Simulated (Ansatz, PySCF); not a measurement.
Energy landscape of CF4, singlet: flattening of a tetrahedron along the D2d path, bond length relaxed. Scanned: the two opposite F-C-F angles (109.47 = tetrahedral, 180 = square planar). Other coordinates (C-F bond length) were minimised at PBE0/def2-TZVP. Each profile is relative to its own lowest point.

```
a / °       A      B      C
------  -----  -----  -----
90       35.9   37.8   39.3
96.50    14.6   15.5   16.0
101.50    5.2    5.5    5.7
106.34    0.8    0.8    0.8
109.47    0.0    0.0    0.0
116.50    3.3    3.7    3.7
123      11.4   12.6   12.6
133      30.3   34.2   33.8
143      53.6   61.6   60.1
153      77.2   90.4   87.2
163      97.0  115.4  110.5
173     109.5  131.2  125.3
180     112.1  134.6  128.5
```

Energies in kcal/mol.

### Question
Assign the columns to these levels of theory: MP2 on RHF/aug-cc-pVTZ, frozen core (Ansatz, a first-principles code); restricted PBE/aug-cc-pVTZ (Ansatz); restricted MP2 (frozen core)/3-21G in PySCF.

### Answer
A is RKS-PBE/aug-cc-pVTZ; B is RMP2/3-21G; C is MP2/aug-cc-pVTZ.
